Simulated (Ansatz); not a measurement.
# C₂H₄N₂S: a ladder of functionals and wavefunction methods

How much do the methods differ for C₂H₄N₂S? The plan is to run it at one geometry with functionals of several rungs and with coupled cluster, and see how far each lands from CCSD(T) at the basis-set limit for the atomisation energy.

Program: Ansatz 0.2.0, Gaussian basis. Level of theory: functionals in def2-TZVPP, the program's frozen cores in correlated methods. These are calculated values, not measurements.

The runs, in order: LDA (SPW92), PBE-D4, revPBE-D4, BLYP-D4, r2SCAN-D4, B97M-V, PBE0-D4, B3LYP-D4, r2SCANh-D4, r2SCAN0-D4, HSE06-D4, BHLYP-D4, CAM-B3LYP-D4, LC-ωPBE, ωB97X-V, ωB97M-V, B2PLYP, PBE-QIDH; CCSD(T)/def2-SVP; CCSD(T)/def2-TZVPP; MP2/def2-QZVPP; extrapolation to the limit; RPA on PBE.

## Step 1: The geometry

An earlier PBE0-D4 in a triple-zeta def2 set relaxation fixed the geometry.

SMILES `NC(N)=C=S`, 9 atoms, charge 0, spin multiplicity 1.

Atoms are counted from 1 here; the program's logs count them from 0.

Bond lengths: N1–C2 1.403 Å, N1–H6 1.009 Å, N1–H7 1.014 Å, C2–N3 1.403 Å, C2–C4 1.318 Å, N3–H8 1.014 Å, N3–H9 1.009 Å, C4–S5 1.563 Å. Angles: C2–N1–H6 113.1°, C2–N1–H7 111.8°, H6–N1–H7 110.9°, N1–C2–N3 113.4°, N1–C2–C4 123.3°, N3–C2–C4 123.3°, C2–N3–H8 111.8°, C2–N3–H9 113.1°, H8–N3–H9 110.9°, C2–C4–S5 180.0°.

## Step 2: LDA

This LDA is Slater exchange with PW92 correlation.

File in.yaml:

```yaml
crystal:
  periodic: [false, false, false]
  atoms:
    - {symbol: N, position_ang: [-1.246534, -0.370478, 0.415359]}
    - {symbol: C, position_ang: [0.017160, 0.032241, -0.041880]}
    - {symbol: N, position_ang: [1.077996, -0.607364, 0.616681]}
    - {symbol: C, position_ang: [0.190552, 0.923875, -0.996332]}
    - {symbol: S, position_ang: [0.396231, 1.981664, -2.128788]}
    - {symbol: H, position_ang: [-2.001177, 0.167817, 0.016347]}
    - {symbol: H, position_ang: [-1.398397, -1.363283, 0.276267]}
    - {symbol: H, position_ang: [1.074320, -0.414399, 1.612079]}
    - {symbol: H, position_ang: [1.978550, -0.396274, 0.213067]}
basis:
  gaussian: {orbitals: def2-TZVPP}
hamiltonian: {xc: lda}
output: {orbitals: {seedname: orbitals}}
```

Launch:

```
> ansatz run in.yaml --threads 2 --pin off --events-out ev --progress --plain --max-ram 4352MiB
```

After this run come: PBE-D4 (GGA); revPBE-D4 (GGA); BLYP-D4 (GGA); r2SCAN-D4 (meta-GGA); B97M-V (meta-GGA); PBE0-D4 (hybrid); B3LYP-D4 (hybrid); r2SCANh-D4 (hybrid); r2SCAN0-D4 (hybrid); HSE06-D4 (hybrid); BHLYP-D4 (hybrid); CAM-B3LYP-D4 (range-separated); LC-ωPBE (range-separated); ωB97X-V (range-separated); ωB97M-V (range-separated); B2PLYP (double hybrid); PBE-QIDH (double hybrid); CCSD(T) in def2-SVP; CCSD(T) in def2-TZVPP; MP2 in def2-QZVPP; RPA on PBE orbitals.

Before running them: what should the planned runs give, taken together? Wanted: atomisation energy, CCSD(T)/CBS; farthest beyond LDA; mean size of error, GGA; mean size of error, meta-GGA; mean size of error, hybrid; mean size of error, range-separated; mean size of error, double hybrid; gap, smallest and largest; T1 diagnostic.

The runs gave:

| quantity | value |
| --- | --- |
| atomisation energy, CCSD(T)/CBS | 3404.1 kJ/mol |
| functionals within 17.0 kJ/mol (0.5 %) | r2SCANh-D4, LC-ωPBE, B2PLYP |
| farthest beyond LDA | PBE-D4 (+194.2 kJ/mol) |
| mean size of error, GGA | 120.0 kJ/mol |
| mean size of error, meta-GGA | 30.7 kJ/mol |
| mean size of error, hybrid | 65.9 kJ/mol |
| mean size of error, range-separated | 24.1 kJ/mol |
| mean size of error, double hybrid | 17.6 kJ/mol |
| gap, smallest and largest | 1.08 eV (LDA (SPW92)), 7.91 eV (LC-ωPBE) |
| T1 diagnostic | 0.0169 |
| triples share of the correlation energy | 4.8 % |

**Reading.** LDA overbinds by 682.7 kJ/mol (20 %). PBE-D4 is off by +194.2 kJ/mol. Double hybrids carry the basis error of their MP2 part in triple zeta, and no dispersion term here, so their miss is partly the set-up's. Taken by rung, double hybrid functionals do best (17.6 kJ/mol on average) and GGA ones worst beyond LDA (120.0 kJ/mol). The gap between the best rungs is small, so their order is not settled. The reference freezes the cores and leaves out relativity and excitations past (T), so misses under about 17.0 kJ/mol can't be ranked. Hartree-Fock recovers 64 % of the binding; the rest is correlation. CCSD(T) in def2-SVP is off by -241.6 kJ/mol, worse than the median functional, from the basis alone. Orbital gaps span 1.1 to 7.9 eV; exact exchange widens them. The restricted reference is unstable towards a spin-broken one.
